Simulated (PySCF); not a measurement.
C3H3F3.
Numbering: `[F:1]/[CH:2]=[C:3](\[F:4])[CH2:5][F:6]` (hydrogens: H7 on C2; H8, H9 on C5)

Cartesian coordinates in Å at the PBE0-D3(BJ)/def2-SVP level; atoms count from 1:
```xyz
9
C3H3F3 angstrom
F      2.3706    0.3290   -0.9398
C      1.2151    0.5399   -0.3258
C      0.2559   -0.3805   -0.2768
F      0.3916   -1.5811   -0.8358
C     -1.0616   -0.1971    0.4010
F     -1.1589    1.0574    0.9278
H      1.0985    1.5207    0.1363
H     -1.8781   -0.3591   -0.3259
H     -1.1748   -0.9467    1.2053
```

All values: CAM-B3LYP/def2-SVPD (PySCF, non-relativistic), on one gas-phase PBE0-D3(BJ)/def2-SVP geometry that isn't relaxed in the solvent. The solvent is an IEF-PCM continuum (Bondi radii, 1.10 Å for H, scaled by 1.2), and excitations are vertical TDDFT with non-equilibrium linear response and a frozen core. Specific hydrogen bonds and non-electrostatic terms are outside this model.

Gas-phase singlets (H = HOMO, L = LUMO):

| state | E (eV) | λ (nm) | f | leading configurations |
| --- | --- | --- | --- | --- |
| S1 | 6.510 | 190 | 0.011 | H→L 48%, H→L+2 40% |
| S2 | 7.314 | 170 | 0.005 | H→L 47%, H→L+2 43% |
| S3 | 7.622 | 163 | 0.421 | H→L+1 92% |
| S4 | 7.979 | 155 | 0.007 | H→L+3 96% |
| S5 | 8.944 | 139 | 0.008 | H→L+5 63%, H-1→L+1 21% |

Give the list for chloroform (ε = 4.711), n² = 2.09.

```tsv
state	E (eV)	λ (nm)	f	leading configurations	change by rank (eV)
S1	6.440	193	0.013	H→L 80%, H→L+2 12%	-0.070
S2	7.375	168	0.027	H→L+2 62%, H→L 15%	+0.061
S3	7.500	165	0.481	H→L+1 82%, H→L+2 15%	-0.122
S4	8.054	154	0.007	H→L+3 96%	+0.075
S5	8.942	139	0.005	H→L+4 53%, H→L+6 15%	-0.002
```

The ground-state energy changes by -0.123 eV from gas to chloroform. By how much does the total energy of gas-phase S3 change?

E(S3) = E(S0) + excitation energy, so it changes by -0.123 − 0.122 = -0.245 eV: it is lowered more than the ground state, which is what a red shift means. This is the vertical state, with the slow part of the continuum still set for S0.

How do the frontier levels move from gas to chloroform?

| orbital | gas (eV) | solvent (eV) | change (eV) | Löwdin shares, gas | Löwdin shares, solvent |
| --- | --- | --- | --- | --- | --- |
| LUMO+2 | 1.41 | 1.60 | +0.19 | C5 26 %, F6 17 %, H8 13 %, H9 10 % | C5 32 %, F6 22 %, H8 13 %, H9 9 % |
| LUMO+1 | 1.31 | 1.49 | +0.18 | C2 30 %, C3 28 %, F1 9 %, F4 7 % | C2 29 %, C3 29 %, F1 9 %, C5 7 % |
| LUMO | 1.20 | 1.28 | +0.08 | C2 25 %, C3 22 %, C5 16 %, F4 10 % | C2 30 %, C3 22 %, F4 15 %, F1 13 % |
| HOMO | -8.99 | -8.86 | +0.13 | C2 31 %, C3 31 %, F1 14 %, F4 11 % | C2 32 %, C3 31 %, F1 14 %, F4 10 % |
| HOMO-1 | -11.98 | -11.84 | +0.14 | F6 28 %, F4 15 %, C3 14 %, C5 14 % | F6 29 %, C5 15 %, C3 15 %, F4 14 % |
| HOMO-2 | -12.25 | -12.02 | +0.23 | F6 50 %, C5 22 %, H9 10 %, H8 10 % | F6 48 %, C5 23 %, H9 10 %, H8 10 % |
| HOMO-3 | -13.13 | -13.05 | +0.08 | F1 44 %, C2 15 %, F6 14 %, H7 10 % | F1 43 %, C2 16 %, F6 12 %, H7 11 % |

The HOMO–LUMO gap goes from 10.19 to 10.14 eV. Rows go by rank; for LUMO and LUMO+1 the atom shares or the degeneracy differ between the runs, so the row needn't follow one orbital.
